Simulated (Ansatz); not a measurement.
Frontier orbitals of C2H4N2, SMILES `NC1=CN1`.

```xyz
8

N     0.5418    1.0930    0.6155
C     0.0890    0.0290   -0.0483
C     0.0235   -0.8067   -1.0352
N    -0.9359   -0.9217    0.2018
H     0.0453    1.3592    1.4482
H     1.0069    1.8253    0.1068
H    -0.1950   -0.9055   -2.0816
H    -0.5756   -1.6726    0.7928
```

Charge 0, multiplicity 1. The geometry is a stationary point of PBE0-D4/def2-TZVP. It is one conformer, not always the lowest. Basis def2-TZVPP, Ansatz 0.2.0.

Orbital energies of one run (eV). Highest occupied ones, from the top: -8.04, -11.20, -12.07, -12.99, -15.58, -17.32, -18.43, -19.85, -21.59, -28.60, -30.51, -275.01, -277.16, -386.29. Empty: 2.85, 3.00, 3.96, 4.35, 5.04, 5.99.

Task: Which functional gave them?
A. LC-ωPBE
B. BLYP
C. CAM-B3LYP
D. revPBE

Result: A. HOMO energies: LC-ωPBE -8.04, CAM-B3LYP -6.70, revPBE -4.05, BLYP -4.01 eV.

LC-ωPBE has ω = 0.4 bohr⁻¹.
